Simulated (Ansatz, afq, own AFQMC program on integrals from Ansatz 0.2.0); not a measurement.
The B2–O1 bond of BOF, singlet, worked out

```
atom    x (Å)    y (Å)    z (Å)
   O   0.9829  -0.5647   0.4798
   B   0.0205  -0.0123   0.0099
   F  -1.0034   0.5770  -0.4898
```

The molecule and both fragments are relaxed with PBE0/def2-SVP; the fragments keep their bonds.

Basis def2-TZVP. Only valence electrons are correlated. AFQMC by an in-house program on the Cholesky factors that Ansatz 0.2.0 writes for its CCSD(T) run. ph-AFQMC/CISD is guided by a CISD state made of CCSD amplitudes; releasing the constraint for a short imaginary time cuts its bias at the price of noise, slowly where states lie close. ± is one standard error of the sampling.

Total energies in eV. CBS is CCSD(T) at the limit of def2-TZVPP/QZVPP (extrapolated itself); the highest rung of each member is named.

```
      member  count  CCSD(T)/def2-TZVP  highest rung in def2-TZVP     which  CCSD(T)/CBS
 BF, singlet     +1         -3387.9716                 -3387.9940  CCSDT(Q)   -3389.4528
 O (triplet)     +1         -2040.2212                 -2040.2314       FCI   -2040.9924
BOF, singlet     -1         -5435.4899                 -5435.5286  CCSDT(Q)   -5438.0155
```

Q: Work out the best estimate of the bond energy: the CCSD(T)/CBS difference plus the step from CCSD(T) to the highest rung.

A: Sums with the counts: CCSD(T)/CBS 7.5703 eV, highest rung 7.3032 eV, CCSD(T)/def2-TZVP 7.2971 eV. The step is 7.3032 − 7.2971 = 0.0061 eV, so the best estimate is 7.5703 + (0.0061) = 7.5764 eV. The basis set is worth 0.273 eV of it. Zero-point, core-correlation and spin–orbit terms aren't in it.

Best estimates are given only where the step beyond CCSD(T) is under 0.3 eV and no member's determinant is very poor (T1 over 0.05, or 0.07 for open shells, ⟨S²⟩ too high by 0.3, two states mixed), so the hardest cases are missing from such tables.

CCSDT and higher add their correlation energy to the determinant of the CCSD(T) run, since their own runs factorise the integrals more tightly (a shift of under 2 meV). Each member of a difference takes its own highest rung, so a best estimate needn't equal the limit plus the step of one row.
